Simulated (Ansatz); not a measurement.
# AlSiH2 (quartet): RPA-PBE over vertical spin and charge gaps, 6-31G

Aim: run AlSiH2 (quartet) with these functionals over vertical spin and charge gaps, and hold them against the top wave-function level at the same points.

Method: 6-31G, all electrons in the functionals, frozen cores in the correlation of double hybrids and RPA; program: Ansatz 0.2.0, Gaussian basis.

Plan: RPA-PBE, at charge 0, quartet; charge 0, doublet; charge 0, sextet; charge 1, triplet; charge 1, quintet.

17 further runs of the same task are left out: 4 that didn't finish, 13 set aside as unsound or not needed. Runs told in other sessions of the task aren't counted.

### Step 1. What is computed

The geometry is a PBE0/def2-TZVP stationary point (not a proven minimum).

4 atoms, charge 0, spin multiplicity 4.

Atoms are counted from 1 here; the program's logs count them from 0.

Bond lengths: Si1–Al2 2.409 Å, Al2–H3 1.583 Å, Al2–H4 1.583 Å. Angles: Si1–Al2–H3 117.4°, Si1–Al2–H4 117.4°, H3–Al2–H4 125.2°.

No dispersion term is added.

The geometry shown and the zero of energy belong to the point charge 0, quartet. The yardstick, FCI, and other wave-function levels (R restricted, U unrestricted, valence and pair active spaces) come from earlier runs.

### Step 2. RPA-PBE, charge 0, quartet

The input, in.yaml:

```yaml
crystal:
  periodic: [false, false, false]
  atoms:
    - {symbol: Si, position_ang: [0.000000, 0.000000, 1.249328]}
    - {symbol: Al, position_ang: [0.000000, 0.000000, -1.159384]}
    - {symbol: H, position_ang: [0.000000, 1.405470, -1.888034]}
    - {symbol: H, position_ang: [0.000000, -1.405470, -1.888034]}
basis:
  gaussian: {orbitals: 6-31G}
magnetization: {spin_polarized: true, initial_magnetization: 3}
hamiltonian: {xc: {name: PBE}}
correlation: {method: rpa, electrons: outside_noble_gas}
```

Command:

```
ansatz run in.yaml --threads 1 --pin off --events-out ev --progress --plain --max-ram 2393MiB
```

Standard output:

```text
Functional definition: PBE
  name "PBE"
  cite "Perdew, Burke & Ernzerhof, Phys. Rev. Lett. 77, 3865 (1996) doi:10.1103/PhysRevLett.77.3865"
  parent pbe
  parameter kappa = 0.804
  parameter beta = 0.06672455060314922
  exchange = pbe_x(kappa = kappa, mu = beta*pi^2/3)
  correlation = pbe_c(beta = beta)
342 factors; integrals over basis functions are off by at most 1.5e-4 eV
mean field evaluation 1: about -14493.6955 eV, gradient 7.2e0 eV
mean field evaluation 2: about -14493.6912 eV, gradient 7.2e0 eV
mean field evaluation 4: about -14494.1878 eV, gradient 7.2e-1 eV
mean field evaluation 8: about -14494.1939 eV, gradient 2.4e-2 eV
mean field evaluation 16: about -14494.1939 eV, gradient 6.8e-6 eV
mean field -14494.19391918 eV, -532.6518020125 hartree, gradient 6.8e-6 eV, S^2 3.750356; 0 other end points of the search recorded, 0 dependent functions left out
10 core orbitals not correlated: weight in the atoms' cores, before any rotation towards them, 1.000 or more for the frozen orbitals, at most 0.000 for the correlated occupied ones
reference -14472.26485117 eV, -531.8459236269 hartree; 6, 3 occupied and 14, 17 virtual orbitals, 342 factors
Total energy: -14476.18903758 eV, -531.9901348179 hartree
```

Run time: 1.4 s. Hardware: 1 thread of Arm Neoverse V1, shared host.

From the report: ⟨S²⟩ of the determinant 3.750 (pure quartet: 3.75).

### Step 3. RPA-PBE, charge 0, doublet

in.yaml: that of step 2 with these lines changed.

```diff
@@ -9,3 +9,3 @@
   gaussian: {orbitals: 6-31G}
-magnetization: {spin_polarized: true, initial_magnetization: 3}
+magnetization: {spin_polarized: true, initial_magnetization: 1}
 hamiltonian: {xc: {name: PBE}}
```

Same command.

Standard output, cut to the lines that bear on the results:

```text
Functional definition: PBE
  name "PBE"
  cite "Perdew, Burke & Ernzerhof, Phys. Rev. Lett. 77, 3865 (1996) doi:10.1103/PhysRevLett.77.3865"
  parent pbe
[...]
342 factors; integrals over basis functions are off by at most 1.5e-4 eV
[...]
mean field -14494.52111501 eV, -532.6638262373 hartree, gradient 3.9e-10 eV, S^2 0.752173; 23 other end points of the search recorded, 0 dependent functions left out
10 core orbitals not correlated: weight in the atoms' cores, before any rotation towards them, 1.000 or more for the frozen orbitals, at most 0.000 for the correlated occupied ones
reference -14471.99947816 eV, -531.8361713488 hartree; 5, 4 occupied and 15, 16 virtual orbitals, 342 factors
Total energy: -14476.49938843 eV, -532.0015400011 hartree
```

Wall time 19 s (1 thread of Arm Neoverse V1, shared host).

From the report: ⟨S²⟩ of the determinant 0.752 (pure doublet: 0.75).

From charge 0, quartet: -7.2 kcal/mol.

### Step 4. RPA-PBE, charge 0, sextet

in.yaml: that of step 3 with these lines changed.

```diff
@@ -9,3 +9,3 @@
   gaussian: {orbitals: 6-31G}
-magnetization: {spin_polarized: true, initial_magnetization: 1}
+magnetization: {spin_polarized: true, initial_magnetization: 5}
 hamiltonian: {xc: {name: PBE}}
```

Same command.

Standard output, cut to the lines that bear on the results:

```text
Functional definition: PBE
  name "PBE"
  cite "Perdew, Burke & Ernzerhof, Phys. Rev. Lett. 77, 3865 (1996) doi:10.1103/PhysRevLett.77.3865"
  parent pbe
[...]
342 factors; integrals over basis functions are off by at most 1.5e-4 eV
[...]
mean field -14488.80260853 eV, -532.4536750004 hartree, gradient 3.6e-6 eV, S^2 8.754816; 12 other end points of the search recorded, 0 dependent functions left out
10 core orbitals not correlated: weight in the atoms' cores, before any rotation towards them, 1.000 or more for the frozen orbitals, at most 0.000 for the correlated occupied ones
reference -14466.90928802 eV, -531.6491103115 hartree; 7, 2 occupied and 13, 18 virtual orbitals, 342 factors
Total energy: -14470.87142458 eV, -531.7947161444 hartree
```

Wall time 6 s (1 thread of Arm Neoverse V1, shared host).

From the report: ⟨S²⟩ of the determinant 8.755 (pure sextet: 8.75).

From charge 0, quartet: +122.6 kcal/mol.

### Step 5. RPA-PBE, charge 1, triplet

in.yaml: that of step 4 with these lines changed.

```diff
@@ -9,3 +9,4 @@
   gaussian: {orbitals: 6-31G}
-magnetization: {spin_polarized: true, initial_magnetization: 5}
+total_charge: 1
+magnetization: {spin_polarized: true, initial_magnetization: 2}
 hamiltonian: {xc: {name: PBE}}
```

Same command.

Standard output, cut to the lines that bear on the results:

```text
Functional definition: PBE
  name "PBE"
  cite "Perdew, Burke & Ernzerhof, Phys. Rev. Lett. 77, 3865 (1996) doi:10.1103/PhysRevLett.77.3865"
  parent pbe
[...]
342 factors; integrals over basis functions are off by at most 1.5e-4 eV
[...]
mean field -14486.42534070 eV, -532.3663120191 hartree, gradient 3.4e-6 eV, S^2 2.002784; 10 other end points of the search recorded, 0 dependent functions left out
10 core orbitals not correlated: weight in the atoms' cores, before any rotation towards them, 1.000 or more for the frozen orbitals, at most 0.000 for the correlated occupied ones
reference -14464.77175453 eV, -531.5705574045 hartree; 5, 3 occupied and 15, 17 virtual orbitals, 342 factors
Total energy: -14468.88913079 eV, -531.7218681912 hartree
```

Wall time 5.5 s (1 thread of Arm Neoverse V1, shared host).

From the report: ⟨S²⟩ of the determinant 2.003 (pure triplet: 2.00).

From charge 0, quartet: +168.3 kcal/mol.

### Step 6. RPA-PBE, charge 1, quintet

in.yaml: that of step 5 with these lines changed.

```diff
@@ -10,3 +10,3 @@
 total_charge: 1
-magnetization: {spin_polarized: true, initial_magnetization: 2}
+magnetization: {spin_polarized: true, initial_magnetization: 4}
 hamiltonian: {xc: {name: PBE}}
```

The command is unchanged.

Standard output, cut to the lines that bear on the results:

```text
Functional definition: PBE
  name "PBE"
  cite "Perdew, Burke & Ernzerhof, Phys. Rev. Lett. 77, 3865 (1996) doi:10.1103/PhysRevLett.77.3865"
  parent pbe
[...]
342 factors; integrals over basis functions are off by at most 1.5e-4 eV
[...]
mean field -14483.17677839 eV, -532.2469295559 hartree, gradient 5.2e-7 eV, S^2 6.008026; 5 other end points of the search recorded, 0 dependent functions left out
10 core orbitals not correlated: weight in the atoms' cores, before any rotation towards them, 1.000 or more for the frozen orbitals, at most 0.000 for the correlated occupied ones
reference -14461.46925890 eV, -531.4491929288 hartree; 6, 2 occupied and 14, 18 virtual orbitals, 342 factors
Total energy: -14465.62385991 eV, -531.6018716998 hartree
```

Run time: 4.1 s. Hardware: 1 thread of Arm Neoverse V1, shared host.

From the report: ⟨S²⟩ of the determinant 6.008 (pure quintet: 6.00).

From charge 0, quartet: +243.6 kcal/mol.

### Step 7. Against the wave-function levels

The yardstick is full CI for this spin, exact in this basis with these frozen cores. It comes from earlier runs at the same points. Energies in kcal/mol, counted from charge 0, quartet; blanks weren't run or aren't comparable.

```csv
level,quartet to doublet,quartet to sextet,ionisation to the triplet cation,ionisation to the quintet cation
FCI,,127.8,170.0,248.4
RPA-PBE,-7.2,122.6,168.3,243.6
```

Largest miss and mean time a point (FCI took 1.7 min a point; shared hosts):

```
  level  largest miss (kcal/mol)              where  time a point
RPA-PBE                     -5.1  quartet to sextet         7.2 s
```

### Step 8. What came out

| quantity | value |
| --- | --- |
| quartet to sextet, FCI | 127.8 kcal/mol |
| ionisation to the triplet cation, FCI | 170.0 kcal/mol |
| ionisation to the quintet cation, FCI | 248.4 kcal/mol |
| largest miss, RPA-PBE | -5.1 kcal/mol (quartet to sextet) |

Misses are known at 3 of 4 points at best, and only functionals with that many are ranked. RPA-PBE strays by up to 5.1 kcal/mol, at quartet to sextet. Functionals and the yardstick converge differently with the basis, so part of each miss in 6-31G is the basis.
